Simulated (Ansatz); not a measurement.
**BSiPH (sextet): wave-function methods side by side, cc-pVDZ**

The task here is to estimate one member of a computed series from the others.

Method: cc-pVDZ, core rule «outside noble gas», up to 11 orbitals frozen; program: Ansatz 0.2.0, Gaussian basis.

To be run: UHF; CCSD(T) on ROHF; CCSD(T) on UHF; BCCD(T) on ROHF; CISD as a restricted active space (open shells left free, so some higher excitations enter); CCSDT(Q) on ROHF; CCSDT(Q) on UHF; CASSCF and MRCISD+Q, 13 electrons in 11 orbitals; CASSCF and NEVPT2, 13 electrons in 11 orbitals.

23 further runs of the same task are left out: 8 that didn't finish, 15 set aside as unsound or not needed. Runs told in other sessions of the task aren't counted.

## What is computed

The geometry is a PBE0/def2-TZVP stationary point (not a proven minimum) of the parent state, kept for this charge and spin.

4 atoms, charge 0, spin multiplicity 6.

Atoms are counted from 1 here; the program's logs count them from 0.

Bond lengths: B1–Si2 1.805 Å, B1–H4 1.177 Å, Si2–P3 2.101 Å. Angles: Si2–B1–H4 180.0°, B1–Si2–P3 180.0°.

The first run:

in.yaml reads:

```yaml
crystal:
  periodic: [false, false, false]
  atoms:
    - {symbol: B, position_ang: [0.000000, 0.000000, 1.133575]}
    - {symbol: Si, position_ang: [0.000000, 0.000000, -0.671725]}
    - {symbol: P, position_ang: [0.000000, 0.000000, -2.772825]}
    - {symbol: H, position_ang: [0.000000, 0.000000, 2.310975]}
basis:
  gaussian: {orbitals: cc-pVDZ}
magnetization: {spin_polarized: true, initial_magnetization: 5}
hamiltonian: {xc: hf}
output: {orbitals: {seedname: orbitals}}
```

Started as:

```
ansatz run in.yaml --threads 1 --pin off --events-out ev --progress --plain --max-ram 2393MiB
```

Among the steps run: UHF; CCSD(T) on ROHF; CCSD(T) on UHF; BCCD(T) on ROHF; CISD as a restricted active space (open shells left free, so some higher excitations enter); CCSDT(Q) on ROHF; CCSDT(Q) on UHF; CASSCF and MRCISD+Q, 13 electrons in 11 orbitals; CASSCF and NEVPT2, 13 electrons in 11 orbitals.

One table of the session follows, with a row left open; its other results are not shown here.

```
           method  from UCCSDT(Q) (kJ/mol)
             ROHF                   +701.3
              UHF                   +679.5
             RMP2                   +142.7
             UMP2                   +148.4
             CISD                    +99.4
            RCCSD                        ?
            UCCSD                    +31.2
         RCCSD(T)                     +6.9
         UCCSD(T)                     +7.0
          BCCD(T)                     +7.1
           RCCSDT                     +2.1
           UCCSDT                     +2.0
        RCCSDT(Q)                     +0.1
        UCCSDT(Q)                        0
  CASSCF frontier                   +601.8
  NEVPT2 frontier                   +150.6
  MRCISD frontier                    +70.1
MRCISD+Q frontier                     +7.6
```

Q: Estimate the row for RCCSD from the others.

**Answer.** from UCCSDT(Q) (kJ/mol): +31.7. In the column «from UCCSDT(Q) (kJ/mol)» it lies between UCCSD (+31.2) and MRCISD frontier (+70.1).

The ROHF row is the lowest such solution found; the determinant under the restricted MP2 and coupled-cluster rows lies 0.02 eV higher.

Limits of these values: Restricted and unrestricted rows rest on different reference determinants; a gap between their highest levels can come from leftover correlation error, from unlike frozen cores or from another state.
